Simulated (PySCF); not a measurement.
## Spin-rotation constants: SMILES [O+]#CC[SH]=O, [C2H3O2S]+, charge +1

Geometry:
```csv
atom,x (Å),y (Å),z (Å)
O1,1.936,0.085,1.067
S2,1.523,-0.192,-0.265
C3,-0.415,0.569,-0.412
C4,-1.240,-0.190,0.339
O5,-1.850,-0.875,0.994
H6,0.989,-1.525,-0.211
H7,-0.311,1.596,-0.056
H8,-0.624,0.540,-1.481
```

Total charge +1.

The calculation used PySCF 2.14.0, GIAO B3LYP/aug-pcSseg-1 magnetisability, rotational g tensor and spin-rotation constants, non-relativistic, gas phase. Geometry: GFN2-xTB.

For an ion the centre-of-mass motion in the field is neglected.

Question: Give the nuclear spin-rotation constants along the inertial axes (H = +C I·J) beside the isotropic shieldings.

Answer: Rotational constants 9.5679, 2.2991, 2.0686 GHz. A star marks the isotopologue with that one atom substituted, in its own axes.
```csv
atom,isotope,Caa (kHz),Cbb (kHz),Ccc (kHz),mean (kHz),σ (ppm)
H6,1H,-0.402,-0.177,0.059,-0.173,19.2
H7,1H,-1.158,-0.317,0.032,-0.481,27.4
H8,1H,-1.221,-0.013,-0.246,-0.493,27.8
O1,17O*,-1.124,-1.066,-0.705,-0.965,15.9
S2,33S*,5.220,0.878,1.284,2.461,-64.9
C3,13C*,1.334,0.368,0.340,0.680,154.9
C4,13C*,3.181,0.715,0.980,1.625,9.9
O5,17O*,-3.090,-0.749,-0.814,-1.551,-38.4
```
For the geometry as given, no vibrational averaging.

Question: How do the rotational constants and the g tensor change when H6, H7, H8 are replaced by deuterium?

Answer: Constants 8.1081, 2.2461, 2.0180 GHz; g -0.0590, -0.0122, -0.0150, against -0.0686, -0.0116, -0.0160 before.
